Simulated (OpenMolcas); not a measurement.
## Worked example: vertical ionisation energy of C2H4 (ethylene)

C2H4 has 6 atoms, charge 0, and is taken as a singlet. As SMILES, `C=C`. The coordinates come from a GFN2-xTB relaxation.

```
atom    x (Å)    y (Å)    z (Å)
   C  -0.0869  -0.6368  -0.1422
   C   0.0867   0.6367   0.1422
   H   0.0312  -1.4090   0.6004
   H  -0.3562  -0.9698  -1.1312
   H  -0.0293   1.4091  -0.6006
   H   0.3545   0.9698   1.1315
```

Both states at this one shape; open shells run unrestricted unless said. 1 Eh = 27.2114 eV.

| level | program | singlet C2H4 (Eh) | doublet [C2H4]+ (Eh) |
| --- | --- | --- | --- |
| HF/STO-3G, open shells restricted | OpenMolcas | -77.073722 | -76.778155 |
| SVWN5/STO-3G | OpenMolcas | -76.856609 | -76.487258 |
| CCSD(T)/STO-3G, open shells restricted, 2 core orbitals frozen | OpenMolcas | -77.231342 | -76.890639 |

Problem. Work out the vertical ionisation energy at each level.

Solution. 
1. HF/STO-3G, open shells restricted: -76.778155 − (-77.073722) = 0.295567 Eh = 8.04 eV.
2. SVWN5/STO-3G: -76.487258 − (-76.856609) = 0.369351 Eh = 10.05 eV.
3. CCSD(T)/STO-3G, open shells restricted: -76.890639 − (-77.231342) = 0.340703 Eh = 9.27 eV.

No measured value is set beside it here; the levels span 8.04 to 10.05 eV. Hartree–Fock favours the state with fewer electron pairs, since it lacks pair correlation. Minimal sets are far from the basis-set limit.
